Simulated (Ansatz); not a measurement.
## Ba: from a trial structure to a relaxed crystal

Method: Ansatz, DFT r2SCAN, scalar-relativistic, plane waves, PAW. Cutoff 500 eV, Γ-centred k mesh, Gaussian smearing, no spin polarisation in the final step.

Ba was placed on the omega structure type (P6/mmm, No. 191), at a guessed volume.

```xyz
3
Lattice="7.5288 0.0000 0.0000 -3.7644 6.5201 0.0000 0.0000 0.0000 4.6155" Properties=species:S:1:pos:R:3 pbc="T T T"
Ba    0.0000    0.0000    0.0000
Ba    0.0000    4.3467    2.3077
Ba    3.7644    2.1734    2.3077
```

Cell and atoms relax at zero pressure; the relaxation can't lower the symmetry of the start.

Energies count from the standard state of Ba at the same level.

(1) What does it relax into?

(2) What are its volume, energy, density and gap?

Answers

(1) It keeps P6/mmm (No. 191). The result has the omega structure. Conventional cell: a = 7.327 Å, c = 4.282 Å. Around Ba on Wyckoff site a (1 atom of the primitive cell) lie 2 Ba at 4.28 Å and 12 Ba at 4.74 Å; Ba on Wyckoff site d (2 atoms of the primitive cell) has 5 Ba at 4.23–4.28 Å and 6 Ba at 4.74 Å.

```cif
data_structure
_symmetry_space_group_name_H-M 'P6/mmm'
_symmetry_Int_Tables_number 191
_cell_length_a 7.3265
_cell_length_b 7.3265
_cell_length_c 4.2825
_cell_angle_alpha 90.000
_cell_angle_beta 90.000
_cell_angle_gamma 120.000
_cell_volume 199.08
loop_
_atom_site_label
_atom_site_type_symbol
_atom_site_symmetry_multiplicity
_atom_site_Wyckoff_symbol
_atom_site_fract_x
_atom_site_fract_y
_atom_site_fract_z
_atom_site_occupancy
Ba1 Ba 1 a 0.00000 0.00000 0.00000 1
Ba2 Ba 2 d 0.33333 0.66667 0.50000 1
```

(2) The volume per atom is 66.36 Å³, the density is 3.44 g/cm³ and the energy over the standard structure is 0.06 eV/atom. The gap on the 9×9×12 mesh is 0 eV (a metal).

The final run used a 9×9×12 mesh on its 3-atom cell and 0.10 eV smearing. The k mesh leaves about 4 meV/atom of noise in metals. Symmetry constrained the relaxation, so the result can be a saddle point.